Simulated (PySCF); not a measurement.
**How exact exchange moves a shielding**

Molecule: SMILES C/C=C/F, C3H5F.

Geometry:
```csv
atom,x (Å),y (Å),z (Å)
C1,-1.071,-0.094,0.445
C2,0.239,0.479,0.017
C3,1.195,-0.224,-0.581
F4,2.357,0.313,-0.949
H5,-1.149,-1.164,0.199
H6,-1.220,0.014,1.532
H7,-1.913,0.425,-0.043
H8,0.435,1.540,0.204
H9,1.127,-1.290,-0.825
```

GIAO shieldings (ppm, equivalent atoms averaged) in PySCF on the PBE0-D3(BJ)/def2-SVP geometry, basis pcSseg-2, gas phase, non-relativistic:

| functional | exact exchange (%) | σ(C3) | σ(F4) |
| --- | --- | --- | --- |
| BLYP | 0 | 13.1 | 281.2 |
| BP86 | 0 | 18.1 | 280.7 |
| PBE | 0 | 17.8 | 278.6 |
| B3LYP | 20 | 16.8 | 300.7 |
| PBE0 | 25 | 22.2 | 302.4 |
| BHandHLYP | 50 | 22.5 | 325.5 |
| HF | 100 | 34.4 | 357.4 |

Q: Fit each shielding as a line in the percentage of exact exchange.

A: σ(C3) = 15.8 + 0.18 x (rms 2.1 ppm); σ(F4) = 281.9 + 0.78 x (rms 2.7 ppm). The functionals also differ in their semilocal parts, which the line can't hold; Hartree–Fock has no correlation at all.

Q: What does the line predict for mPW1PW91 (25 %), and what does the run give?

A: σ(C3): 20.3 predicted, 21.6 computed; σ(F4): 301.4 predicted, 303.0 computed ppm.
